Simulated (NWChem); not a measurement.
All runs are NWChem calculations. System: CH$_{4}$O, charge 0, spin multiplicity 1, displaced from the optimised geometry. Level: CCSD(T)/cc-pVDZ, 2 core orbitals frozen, spin-restricted.

NWChem printed:

```
             Northwest Computational Chemistry Package (NWChem) 7.3.0
             --------------------------------------------------------

                                NWChem Input Module
                                -------------------

 Scaling coordinates for geometry "geometry" by  1.889725989
 (inverse scale =  0.529177249)

                             Geometry "geometry" -> ""
                             -------------------------

 Output coordinates in angstroms (scale by  1.889725989 to convert to a.u.)

  No.       Tag          Charge          X              Y              Z
 ---- ---------------- ---------- -------------- -------------- --------------
    1 C                    6.0000     0.61254500    -0.23144300     0.00000000
    2 O                    8.0000    -0.66501800     0.35827300     0.00000000
    3 H                    1.0000     0.95205500    -1.32407900     1.56793800
    4 H                    1.0000     1.35477600     0.58193600     0.00000000
    5 H                    1.0000     0.80655100    -0.85580700    -0.89596400
    6 H                    1.0000    -1.32300400    -0.34784400     0.00000000

 Effective nuclear repulsion energy (a.u.)      38.3651943795

            Nuclear Dipole moment (a.u.)
            ----------------------------
        X                 Y               Z
 ---------------- ---------------- ----------------
     0.2749626902    -0.8848982092     1.2698467315


 Summary of "ao basis" -> "" (spherical)
 ------------------------------------------------------------------------------
       Tag                 Description            Shells   Functions and Types
 ---------------- ------------------------------  ------  ---------------------
 *                          cc-pvdz                   on all atoms

 Summary of "ao basis" -> "ao basis" (spherical)
 ------------------------------------------------------------------------------
       Tag                 Description            Shells   Functions and Types
 ---------------- ------------------------------  ------  ---------------------
 C                          cc-pvdz                  6       14   3s2p1d
 O                          cc-pvdz                  6       14   3s2p1d
 H                          cc-pvdz                  3        5   2s1p

                                 NWChem SCF Module
                                 -----------------

  ao basis        = "ao basis"
  functions       =    48
  atoms           =     6
  closed shells   =     9
  open shells     =     0
  charge          =   0.00
  wavefunction    = RHF
  use symmetry    = F
  symmetry adapt  = F

 Summary of "ao basis" -> "ao basis" (spherical)
 ------------------------------------------------------------------------------
       Tag                 Description            Shells   Functions and Types
 ---------------- ------------------------------  ------  ---------------------
 C                          cc-pvdz                  6       14   3s2p1d
 O                          cc-pvdz                  6       14   3s2p1d
 H                          cc-pvdz                  3        5   2s1p

 Forming initial guess at       0.0s

      Superposition of Atomic Density Guess
      -------------------------------------

 Sum of atomic energies:        -114.42693322

      Non-variational initial energy
      ------------------------------

 Total energy =    -114.934452
 1-e energy   =    -231.220690
 2-e energy   =      77.921044
 HOMO         =      -0.276470
 LUMO         =      -0.026418

 Starting SCF solution at       0.3s

 ----------------------------------------------
         Quadratically convergent ROHF

 Convergence threshold     :          1.000E-07
 Maximum no. of iterations :          100
 Final Fock-matrix accuracy:          1.000E-09
 ----------------------------------------------

              iter       energy          gnorm     gmax       time
             ----- ------------------- --------- --------- --------
                 1     -114.8782530761  7.85D-01  1.71D-01      0.3
                 2     -114.9126894166  2.43D-01  6.34D-02      0.3
                 3     -114.9182740548  1.94D-02  6.53D-03      0.3
[...]
   3     -0.3824620653 -2.987D-03  1.346D-02     0.91     0.00     0.89
   4     -0.3854509141 -2.989D-03  3.802D-03     0.92     0.00     0.89
   5     -0.3856110868 -1.602D-04  4.706D-04     0.92     0.00     0.89
   6     -0.3855339024  7.718D-05  5.472D-04     0.61     0.00     0.59
   7     -0.3855295703  4.332D-06  2.130D-04     0.70     0.00     0.68
   8     -0.3855235445  6.026D-06  6.493D-05     0.60     0.00     0.59
   9     -0.3855271259 -3.581D-06  2.609D-05     0.61     0.00     0.59
  10     -0.3855289249 -1.799D-06  2.279D-05     0.61     0.00     0.59
  11     -0.3855300938 -1.169D-06  3.141D-06     0.64     0.00     0.62
  12     -0.3855300841  9.638D-09  1.553D-06     0.75     0.00     0.73
  13     -0.3855300064  7.772D-08  4.802D-07     0.61     0.00     0.60
                  *************converged*************
-------------------------------------------------------------------------

 -----------
 CCSD Energy
 -----------
 Reference energy:            -114.918332750429101
 CCSD corr. energy:             -0.385530006396453
 Total CCSD energy:           -115.303862756825552

 --------------------------------
 Spin Component Scaled (SCS) CCSD
 --------------------------------
 Same spin contribution:                 -0.071823750821298
 Same spin scaling factor:                1.130000000000000
 Opposite spin contribution:             -0.313706255575155
 Opposite spin scaling fact.:             1.270000000000000
 SCS-CCSD correlation energy:            -0.479567783008514
 Total SCS-CCSD energy:                -115.397900533437621
 memory            104852764

*********triples calculation*********

nkpass=    1; nvpass=    1; memdrv=          64545; memtrn=         649645; memavail=      104852476
 memory available/node                      104852476
 total number of virtual orbitals        39
 number of virtuals per integral pass    39
 number of integral evaluations           1
 number of occupied per triples pass      7
 number of triples passes                 1

 commencing integral evaluation        1 at          10.26
  symmetry use  F
task         2 out of       300 done   0%  at       0.0 secs
task        15 out of       300 done   5%  at       0.0 secs
task        30 out of       300 done  10%  at       0.1 secs
task        45 out of       300 done  15%  at       0.1 secs
task        60 out of       300 done  20%  at       0.1 secs
task        75 out of       300 done  25%  at       0.2 secs
task        90 out of       300 done  30%  at       0.2 secs
task       105 out of       300 done  35%  at       0.3 secs
task       120 out of       300 done  40%  at       0.3 secs
task       135 out of       300 done  45%  at       0.3 secs
task       150 out of       300 done  50%  at       0.4 secs
task       165 out of       300 done  55%  at       0.4 secs
task       180 out of       300 done  60%  at       0.4 secs
task       195 out of       300 done  65%  at       0.4 secs
task       210 out of       300 done  70%  at       0.5 secs
task       225 out of       300 done  75%  at       0.5 secs
task       240 out of       300 done  80%  at       0.5 secs
task       255 out of       300 done  85%  at       0.5 secs
task       270 out of       300 done  90%  at       0.5 secs
task       285 out of       300 done  95%  at       0.5 secs
task       300 out of       300 done 100%  at       0.6 secs
 commencing triples evaluation - blocking       1
 ccsd(t): done        1 out of       39 progress:    2.6%
 ccsd(t): done        2 out of       39 progress:    5.1%
 ccsd(t): done        3 out of       39 progress:    7.7%
 ccsd(t): done        4 out of       39 progress:   10.3%
 ccsd(t): done        5 out of       39 progress:   12.8%
 ccsd(t): done        6 out of       39 progress:   15.4%
 ccsd(t): done        7 out of       39 progress:   17.9%
 ccsd(t): done        8 out of       39 progress:   20.5%
 ccsd(t): done        9 out of       39 progress:   23.1%
 ccsd(t): done       10 out of       39 progress:   25.6%
 ccsd(t): done       11 out of       39 progress:   28.2%
 ccsd(t): done       12 out of       39 progress:   30.8%
 ccsd(t): done       13 out of       39 progress:   33.3%
 ccsd(t): done       14 out of       39 progress:   35.9%
 ccsd(t): done       15 out of       39 progress:   38.5%
 ccsd(t): done       16 out of       39 progress:   41.0%
 ccsd(t): done       17 out of       39 progress:   43.6%
 ccsd(t): done       18 out of       39 progress:   46.2%
 ccsd(t): done       19 out of       39 progress:   48.7%
 ccsd(t): done       20 out of       39 progress:   51.3%
 ccsd(t): done       21 out of       39 progress:   53.8%
 ccsd(t): done       22 out of       39 progress:   56.4%
 ccsd(t): done       23 out of       39 progress:   59.0%
 ccsd(t): done       24 out of       39 progress:   61.5%
 ccsd(t): done       25 out of       39 progress:   64.1%
 ccsd(t): done       26 out of       39 progress:   66.7%
 ccsd(t): done       27 out of       39 progress:   69.2%
 ccsd(t): done       28 out of       39 progress:   71.8%
 ccsd(t): done       29 out of       39 progress:   74.4%
 ccsd(t): done       30 out of       39 progress:   76.9%
 ccsd(t): done       31 out of       39 progress:   79.5%
 ccsd(t): done       32 out of       39 progress:   82.1%
 ccsd(t): done       33 out of       39 progress:   84.6%
 ccsd(t): done       34 out of       39 progress:   87.2%
 ccsd(t): done       35 out of       39 progress:   89.7%
 ccsd(t): done       36 out of       39 progress:   92.3%
 ccsd(t): done       37 out of       39 progress:   94.9%
 ccsd(t): done       38 out of       39 progress:   97.4%
 ccsd(t): done       39 out of       39 progress:  100.0%
 Time for integral evaluation pass     1        0.56
 Time for triples evaluation pass      1        0.28

 pseudo-e(mp4)  -0.13334834341521E-01
 pseudo-e(mp5)   0.95536445541603E-03
        e(t)    -0.12379469886105E-01

 --------------
 CCSD(T) Energy
 --------------
 Reference energy:                    -114.918332750429101

 CCSD corr. energy:                     -0.385530006396453
 T(CCSD) corr. energy:                  -0.013334834341521
 Total CCSD+T(CCSD) energy:           -115.317197591167073

 CCSD corr. energy:                     -0.385530006396453
 (T) corr. energy:                      -0.012379469886105
 Total CCSD(T) energy:                -115.316242226711665

 routine      calls  cpu(0)   cpu-min  cpu-ave  cpu-max   i/o
 aoccsd          1     0.00     0.00     0.00     0.00    0.00
 iterdrv         1     0.01     0.01     0.01     0.01    0.00
 pampt          13     0.02     0.02     0.02     0.02    0.00
 t2pm           13     0.04     0.04     0.04     0.04    0.00
 sxy            13     0.13     0.13     0.13     0.13    0.00
 ints      1170000     8.15     8.15     8.15     8.15    0.00
 t2eri        3900     0.77     0.77     0.77     0.77    0.00
 idx2         3900     0.17     0.17     0.17     0.17    0.00
 idx34          13     0.02     0.02     0.02     0.02    0.00
 ht2pm          13     0.05     0.05     0.05     0.05    0.00
 itm            13     0.18     0.18     0.18     0.18    0.00
 pdiis          13     0.01     0.01     0.01     0.01    0.00
 triples         1     0.00     0.00     0.00     0.00    0.00
 rdtrpo          1     0.00     0.00     0.00     0.00    0.00
 trpmos          1     0.56     0.56     0.56     0.56    0.00
 trpdrv          1     0.04     0.04     0.04     0.04    0.00
 dovvv       15288     0.10     0.10     0.10     0.10    0.00
 doooo       15288     0.03     0.03     0.03     0.03    0.00
 tengy       13377     0.10     0.10     0.10     0.10    0.00
 Total                10.38    10.38    10.38    10.38    0.00

 Task  times  cpu:       11.5s     wall:       11.5s

 Total times  cpu:       11.6s     wall:       11.6s
```

### Question
Write an NWChem input that would produce this output.

### Answer
Several could match; the one computed here: 
```
start mol
memory heap 100 mb stack 700 mb global 1900 mb
geometry units angstroms nocenter noautoz noautosym
  C      0.612545    -0.231443     0.000000
  O     -0.665018     0.358273     0.000000
  H      0.952055    -1.324079     1.567938
  H      1.354776     0.581936     0.000000
  H      0.806551    -0.855807    -0.895964
  H     -1.323004    -0.347844     0.000000
end
basis spherical
  * library cc-pvdz
end
scf
  rhf
  nopen 0
  maxiter 100
  thresh 1e-7
  semidirect memsize 60000000 filesize 0
end
ccsd
  freeze core 2
  maxiter 60
end
task ccsd(t) energy
```
